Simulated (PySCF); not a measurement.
Computed with M06-2X/def2-TZVP run with PySCF 2.14.0. All species are isolated molecules in the gas phase. 

Reference species (SMILES): `[F]` (neutral, multiplicity 2).

```
Quantity                           Value
-----------------------------  ---------
highest occupied spin orbital  -14.77 eV
```

Changed species: `[OH]` (radical fragment; the reference has radical fragment).

### Question
What does the change do to the highest occupied spin orbital?

### Answer
the highest occupied spin orbital rises by 3.77 eV, to -11.00 eV.
